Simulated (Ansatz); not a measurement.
# B₂H₂F radical (SMILES B[B]F): one structure at several levels

The task here is to estimate one member of a computed series from the others.

Computed with Ansatz 0.2.0, Gaussian basis. Level: single points in def2-TZVPP.

Correlated methods freeze the cores. Orbitals are unrestricted.

### Starting geometry

SMILES `B[B]F`, 5 atoms, charge 0, spin multiplicity 2.

Atoms are counted from 1 here; the program's logs count them from 0.

Bond lengths: B1–B2 1.507 Å, B1–H4 1.173 Å, B1–H5 1.259 Å, B2–F3 1.321 Å. Angles: B2–B1–H4 129.6°, B2–B1–H5 120.9°, H4–B1–H5 109.3°, B1–B2–F3 176.6°.

As a file:

```xyz
5

B    -0.51710    0.25200   -0.12790
B     0.78170   -0.36560    0.32130
F     1.95850   -0.85820    0.66550
H    -0.82190    1.38220   -0.20270
H    -1.45150   -0.46150   -0.57850
```

The first run:

Input file run/in.yaml:

```yaml
crystal:
  periodic: [false, false, false]
  atoms:
    - {symbol: B, position_ang: [-0.517100, 0.252000, -0.127900]}
    - {symbol: B, position_ang: [0.781700, -0.365600, 0.321300]}
    - {symbol: F, position_ang: [1.958500, -0.858200, 0.665500]}
    - {symbol: H, position_ang: [-0.821900, 1.382200, -0.202700]}
    - {symbol: H, position_ang: [-1.451500, -0.461500, -0.578500]}
basis:
  gaussian: {orbitals: def2-TZVPP}
magnetization: {spin_polarized: true, initial_magnetization: 1}
correlation: {method: ccsd_t}
scf: {omitted_lower_state_checks: [cluster_reference]}
output: {forces: true}
```

No record of the launch command was kept for these runs.

Steps of the session up to this table: CCSD(T)/def2-TZVPP; PBE0-D4/def2-TZVPP; wB97M-V/def2-TZVPP; r2SCAN-D4/def2-TZVPP; PBE-D4/def2-TZVPP; B97M-V/def2-TZVPP; HSE06-D4/def2-TZVPP.

One of the session's tables, all rows but one given; the rest of the session is left out.

```
   method  RMS force component (eV/Å)  angle to CCSD(T) forces (°)  dipole (D)
  CCSD(T)                       1.425                    reference        1.23
  PBE0-D4                       1.365                          5.0        1.08
  wB97M-V                       1.354                          3.1        1.22
r2SCAN-D4                           ?                            ?           ?
   PBE-D4                       1.168                          4.9        1.14
   B97M-V                       1.319                          6.8        1.21
 HSE06-D4                       1.366                          5.0        1.08
```

Estimate the missing values for r2SCAN-D4.

The run gave: RMS force component (eV/Å): 1.294; angle to CCSD(T) forces (°): 4.2; dipole (D): 1.14. In the column «RMS force component (eV/Å)» it lies between PBE-D4 (1.168) and B97M-V (1.319).
